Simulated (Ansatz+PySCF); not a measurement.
# singlet C₂H₆O: levels of theory in one basis

| atom | x (Å) | y (Å) | z (Å) |
| --- | --- | --- | --- |
| O | -0.0020 | 0.0069 | -0.5848 |
| C | -0.0086 | 1.1610 | 0.1830 |
| C | -0.0021 | -1.1699 | 0.1922 |
| H | 0.0050 | 2.0218 | -0.4876 |
| H | -0.9038 | 1.2278 | 0.8406 |
| H | 0.8915 | 1.2346 | 0.8305 |
| H | 0.0049 | -2.0295 | -0.4994 |
| H | 0.9001 | -1.2378 | 0.8468 |
| H | -0.8968 | -1.2324 | 0.8297 |

Basis set: def2-SVP (spherical functions). Correlated methods keep 3 orbitals frozen. Charge 0, multiplicity 1.

Computed with Ansatz (development build ahead of 0.2.0); each method stands on the lowest determinant of its kind that the runs found.

```
     method  E − E(RHF) (eV)  <S²> of the determinant
        RHF             0.00                     0.00
    RHF-MP2           -12.97                        –
RHF-CCSD(T)           -14.38                        –
```

Task: What does RHF-CCSD give on the same scale?

Result: -14.03 eV.

Task: Is a single determinant a sound starting point here?

Result: By this sign, yes. Unrestricted orbitals gain 0.00 eV and <S²> is 0.00 against 0.00 for a pure state.
